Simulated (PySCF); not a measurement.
**Vertical excitation energies**

C₃H₆S.
SMILES: `SC1CC1`

Method used: TDDFT CAM-B3LYP/def2-SVPD, vertical, gas phase, core orbitals frozen in the response in PySCF. One conformer (not necessarily the lowest) at the PBE0-D3(BJ)/def2-SVP geometry, without solvent, vibrations or thermal averaging. Torsions of this conformer, `[SH:1][CH:2]1[CH2:3][CH2:4]1`: H–S1–C2–C3 -36°.

Question: What does the calculation give for the low-lying excited states?

Answer: 

```tsv
state	E (eV)	λ (nm)	ν̃ (cm⁻¹)	f	symmetry	main configurations (H = HOMO, L = LUMO)
S1	5.22	237.3	42140	0.0045	A″	H→L (68%), H→L+1 (12%), H→L+2 (8%)
S2	6.07	204.3	48940	0.033	A″	H→L+1 (70%), H→L (18%)
S3	6.64	186.9	53520	0.0048	A″	H→L+2 (80%), H→L+1 (11%)
S4	7.14	173.7	57560	0.010	A″	H→L+3 (80%), H→L (10%)
S5	7.28	170.2	58750	0.0080	A′	H→L+4 (92%)
S6	7.83	158.3	63180	0.0070	A′	H-1→L (79%)
S7	7.89	157.1	63670	0.086	A″	H→L+7 (49%), H→L+6 (32%), H→L+8 (11%)
S8	8.17	151.8	65870	0.153	A′	H→L+5 (76%), H-1→L (8%)
S9	8.20	151.2	66130	0.0003	–	H→L+7 (42%), H→L+6 (40%), H→L+8 (11%)
S10	8.39	147.7	67700	0.096	A′	H-1→L+2 (58%), H→L+9 (8%)
```

Triplets, Tamm–Dancoff:

```tsv
state	E (eV)	λ (nm)	main configurations (H = HOMO, L = LUMO)
T1	4.79	259.0	H→L (61%), H→L+1 (13%), H→L+2 (10%)
T2	5.64	219.7	H→L+1 (57%), H→L (17%), H→L+8 (8%)
T3	6.57	188.7	H→L+2 (75%), H→L+1 (16%)
T4	6.95	178.5	H→L+3 (51%), H→L (16%), H→L+7 (16%)
```

The lowest singlet comes at 237 nm (504 kJ/mol) in the ultraviolet; it is very weak; its leading configuration is HOMO→LUMO (68%). The strongest level in the table is S8 at 8.17 eV (152 nm, f = 0.153). Löwdin shares by element: HOMO sulfur 66%, carbon 26%; LUMO sulfur 46%, hydrogen 17% or more, carbon 14% or more (atoms not listed hold the other 22%). Orbital energies (eV): HOMO-3 -11.45, HOMO-2 -11.12, HOMO-1 -9.98, HOMO -7.91, LUMO 1.10, LUMO+1 1.46, LUMO+2 1.68. Weighted by f, the mean energy of these states is 7.89 eV. The listed states span 3.17 eV, and the widest gap between neighbours is 0.84 eV (S1 to S2). All these states lie below the vertical ionisation energy of 8.91 eV (ΔSCF). Symmetry labels in Cs follow from the direction of the transition dipole and are given only for states with f of 0.002 or more. Only the lowest 10 singlets were computed, as vertical energies without vibronic structure.

Hardware: one thread of an Arm Neoverse V1 (shared host). Cost: 20 s wall.
